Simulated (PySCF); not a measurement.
C4H7N.
Cartesian coordinates in Å at the PBE0-D3(BJ)/def2-SVP level; atoms count from 1:
```
atom  x, y, z in Å
N1     2.018    0.517    0.497
C2     1.195    0.792   -0.428
C3    -0.183    0.265   -0.630
C4    -0.567   -1.088   -0.088
C5    -1.107    0.134    0.561
H6     1.624   -0.174    1.148
H7     1.524    1.525   -1.184
H8    -0.648    0.567   -1.572
H9     0.213   -1.653    0.432
H10   -1.236   -1.703   -0.696
H11   -0.694    0.432    1.530
H12   -2.161    0.389    0.419
```

The closed-shell ground state was solved at several levels (PySCF, density fitting, gas phase, non-relativistic).

| level | basis functions | HOMO (eV) | LUMO (eV) | gap (eV) | dipole (D) |
| --- | --- | --- | --- | --- | --- |
| PBE0/def2-SVPD | 156 | -7.55 | -0.31 | 7.24 | 2.88 |
| B3LYP/pcJ-1 | 205 | -7.25 | -0.38 | 6.87 | 2.83 |
| PBE0/pcSseg-2 | 278 | -7.57 | -0.30 | 7.27 | 2.89 |

Task: Estimate the row for PBE0/pcSseg-1, a basis of 120 functions; the other rows only guide the guess.

Result: HOMO -7.52 eV, LUMO -0.16 eV, gap 7.36 eV, dipole 2.84 D.

Task: Over all these levels, which gives the widest orbital gap and which the narrowest?

Result: PBE0/pcSseg-1 (global hybrid, 25 % exact exchange) has the widest, 7.36 eV, and B3LYP/pcJ-1 (global hybrid, 20 % exact exchange) the narrowest, 6.87 eV. Functional and basis both differ between the two, so the spread mixes both effects.

Task: How much does the basis alone move the frontier levels among the 3 PBE0 rows (the withheld one included)?

Result: The HOMO by 0.05 eV and the LUMO by 0.15 eV. By rising basis size (HOMO, LUMO in eV): pcSseg-1 -7.52, -0.16; def2-SVPD -7.55, -0.31; pcSseg-2 -7.57, -0.30.

Task: How far do the dipole and the HOMO energy spread over the levels?

Result: The dipole runs from 2.83 to 2.89 D (mean 2.86 D) and the HOMO from -7.57 to -7.25 eV.

One conformer stands for the species.
